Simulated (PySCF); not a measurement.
# [SO2]2+: bending curve

All numbers come from PySCF, r2SCAN, basis S def2-TZVP, O def2-TZVP (no relativity, density fitting).

Rigid scan from the singlet minimum (S–O 1.408 Å (×2); O–S–O 180.0°). Coordinate: the O–S–O angle, bonds fixed. Energies in kJ/mol from the minimum.

```json
{"bond angle (°)": "80", "E (kJ/mol)": "168.8", "dipole size (D, about the centre of mass)": "2.45"}
{"bond angle (°)": "90", "E (kJ/mol)": "215.6", "dipole size (D, about the centre of mass)": "2.04"}
{"bond angle (°)": "100", "E (kJ/mol)": "277.5", "dipole size (D, about the centre of mass)": "1.63"}
{"bond angle (°)": "110", "E (kJ/mol)": "216.2", "dipole size (D, about the centre of mass)": "2.11"}
{"bond angle (°)": "120", "E (kJ/mol)": "140.6", "dipole size (D, about the centre of mass)": "1.78"}
{"bond angle (°)": "130", "E (kJ/mol)": "89.0", "dipole size (D, about the centre of mass)": "1.46"}
{"bond angle (°)": "140", "E (kJ/mol)": "53.2", "dipole size (D, about the centre of mass)": "1.16"}
{"bond angle (°)": "150", "E (kJ/mol)": "28.6", "dipole size (D, about the centre of mass)": "0.86"}
{"bond angle (°)": "160", "E (kJ/mol)": "12.3", "dipole size (D, about the centre of mass)": "0.58"}
{"bond angle (°)": "170", "E (kJ/mol)": "3.1", "dipole size (D, about the centre of mass)": "0.29"}
{"bond angle (°)": "180", "E (kJ/mol)": "0.0", "dipole size (D, about the centre of mass)": "0.00"}
```

Other isomers or separated fragments may lie lower.
